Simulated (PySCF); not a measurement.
Basis-set dependence of population analyses: `CCC1C[NH2+]C1`

Compound: C5H12N (charge +1).
Geometry (PBE0-D3(BJ)/def2-SVP, Å), atoms numbered from 1 in this order:
```xyz
18
C5H12N angstrom
C      2.197   -0.629    0.109
C      1.134    0.044   -0.744
C     -0.056    0.511    0.070
C     -0.964   -0.563    0.699
N     -2.185    0.202    0.230
C     -1.297    1.029   -0.677
H      1.811   -1.530    0.613
H      2.581    0.051    0.885
H      3.051   -0.944   -0.507
H      0.783   -0.644   -1.533
H      1.563    0.916   -1.265
H      0.268    1.236    0.834
H     -0.929   -1.530    0.180
H     -0.954   -0.720    1.785
H     -2.614    0.759    0.977
H     -2.936   -0.340   -0.214
H     -1.540    2.098   -0.649
H     -1.385    0.650   -1.705
```

PBE0 throughout (PySCF), one geometry, spherical d and f functions. The structure is a single PBE0-D3(BJ)/def2-SVP conformer in the gas phase; no vibrational or solvent corrections. Atoms taken as equivalent share a column and are averaged. The first 7 of 12 kinds of atom are listed.

Mulliken charges (e):

```json
{"basis": "STO-3G", "functions": "42", "C1": "-0.235", "C2": "-0.142", "C3": "-0.051", "C4/C6": "-0.051", "N5": "-0.279", "H7/H8/H9": "+0.093", "H10/H11": "+0.097"}
{"basis": "6-31G", "functions": "78", "C1": "-0.504", "C2": "-0.330", "C3": "-0.219", "C4/C6": "-0.170", "N5": "-0.734", "H7/H8/H9": "+0.192", "H10/H11": "+0.196"}
{"basis": "6-31G*", "functions": "108", "C1": "-0.543", "C2": "-0.348", "C3": "-0.186", "C4/C6": "-0.221", "N5": "-0.674", "H7/H8/H9": "+0.203", "H10/H11": "+0.202"}
{"basis": "def2-SVP", "functions": "144", "C1": "-0.090", "C2": "-0.038", "C3": "-0.363", "C4/C6": "+0.158", "N5": "-0.182", "H7/H8/H9": "+0.070", "H10/H11": "+0.069"}
{"basis": "pcSseg-1", "functions": "162", "C1": "-0.285", "C2": "-0.197", "C3": "-0.430", "C4/C6": "+0.044", "N5": "-0.342", "H7/H8/H9": "+0.139", "H10/H11": "+0.146"}
{"basis": "6-311+G(2d,p)", "functions": "234", "C1": "-0.598", "C2": "-0.177", "C3": "+0.227", "C4/C6": "-0.350", "N5": "-0.174", "H7/H8/H9": "+0.168", "H10/H11": "+0.159"}
{"basis": "def2-TZVP", "functions": "258", "C1": "-0.382", "C2": "-0.247", "C3": "+0.018", "C4/C6": "-0.268", "N5": "-0.115", "H7/H8/H9": "+0.146", "H10/H11": "+0.133"}
```

IAO charges (e):

| basis | functions | C1 | C2 | C3 | C4/C6 | N5 | H7/H8/H9 | H10/H11 |
| --- | --- | --- | --- | --- | --- | --- | --- | --- |
| STO-3G | 42 | -0.392 | -0.256 | -0.118 | -0.139 | -0.178 | +0.145 | +0.147 |
| 6-31G | 78 | -0.436 | -0.263 | -0.112 | -0.169 | -0.234 | +0.158 | +0.152 |
| 6-31G* | 108 | -0.417 | -0.253 | -0.108 | -0.152 | -0.217 | +0.152 | +0.146 |
| def2-SVP | 144 | -0.406 | -0.247 | -0.108 | -0.145 | -0.208 | +0.148 | +0.143 |
| pcSseg-1 | 162 | -0.415 | -0.253 | -0.110 | -0.149 | -0.212 | +0.152 | +0.146 |
| 6-311+G(2d,p) | 234 | -0.429 | -0.260 | -0.112 | -0.158 | -0.222 | +0.156 | +0.149 |
| def2-TZVP | 258 | -0.429 | -0.260 | -0.112 | -0.158 | -0.222 | +0.156 | +0.149 |

Hirshfeld charges (e):

```csv
basis,functions,C1,C2,C3,C4/C6,N5,H7/H8/H9,H10/H11
STO-3G,42,-0.036,-0.004,+0.022,+0.080,+0.092,+0.024,+0.025
6-31G,78,-0.090,-0.044,0.000,+0.035,+0.058,+0.048,+0.046
6-31G*,108,-0.091,-0.046,-0.003,+0.034,+0.056,+0.049,+0.048
def2-SVP,144,-0.102,-0.054,-0.006,+0.030,+0.052,+0.052,+0.051
pcSseg-1,162,-0.103,-0.056,-0.008,+0.032,+0.038,+0.054,+0.053
"6-311+G(2d,p)",234,-0.102,-0.061,-0.017,+0.029,+0.025,+0.055,+0.056
def2-TZVP,258,-0.106,-0.061,-0.015,+0.027,+0.026,+0.056,+0.056
```

ESP-fitted charges (e):

```tsv
basis	functions	C1	C2	C3	C4/C6	N5	H7/H8/H9	H10/H11
STO-3G	42	-0.297	-0.187	+0.229	-0.230	-0.031	+0.099	+0.091
6-31G	78	-0.295	-0.123	+0.169	-0.190	-0.229	+0.104	+0.078
6-31G*	108	-0.309	-0.114	+0.197	-0.208	-0.221	+0.107	+0.076
def2-SVP	144	-0.260	-0.111	+0.200	-0.190	-0.180	+0.094	+0.070
pcSseg-1	162	-0.278	-0.084	+0.194	-0.186	-0.189	+0.098	+0.064
6-311+G(2d,p)	234	-0.323	-0.099	+0.196	-0.220	-0.227	+0.112	+0.075
def2-TZVP	258	-0.309	-0.093	+0.193	-0.216	-0.221	+0.107	+0.072
```

Some averages cover members that differ in this geometry, most widely: C4/C6, ESP-fitted in STO-3G -0.268 to -0.193; C4/C6, ESP-fitted in 6-31G* -0.237 to -0.179; C4/C6, ESP-fitted in def2-SVP -0.218 to -0.163; H7/H8/H9, ESP-fitted in 6-31G* +0.083 to +0.137 e.

**Question.** Which scheme is steadiest as the basis changes?

**Answer.** Largest range over the bases for any column: IAO 0.06 e, Hirshfeld 0.07 e, ESP-fitted 0.20 e, Mulliken 0.66 e. IAO charges move least and Mulliken charges most, counted in e. Without the minimal STO-3G basis the ranges are IAO 0.03, Hirshfeld 0.03, ESP-fitted 0.06, Mulliken 0.66 e.

**Question.** How much do the charges still move between the two largest bases, 6-311+G(2d,p) and def2-TZVP?

**Answer.** At most, over all atoms: Mulliken 0.216 e, IAO 0.001 e, Hirshfeld 0.004 e, ESP-fitted 0.013 e.

**Question.** What do the same runs give for the total energy and the frontier levels?

**Answer.** 
```
        basis  energy (Eh)  HOMO (eV)  LUMO (eV)
       STO-3G    -248.9826     -12.35       0.20
        6-31G    -251.8760     -13.13      -3.94
       6-31G*    -251.9390     -13.18      -3.89
     def2-SVP    -251.7632     -13.22      -4.25
     pcSseg-1    -251.9055     -13.29      -4.50
6-311+G(2d,p)    -252.0119     -13.26      -4.81
    def2-TZVP    -252.0301     -13.25      -4.60
```
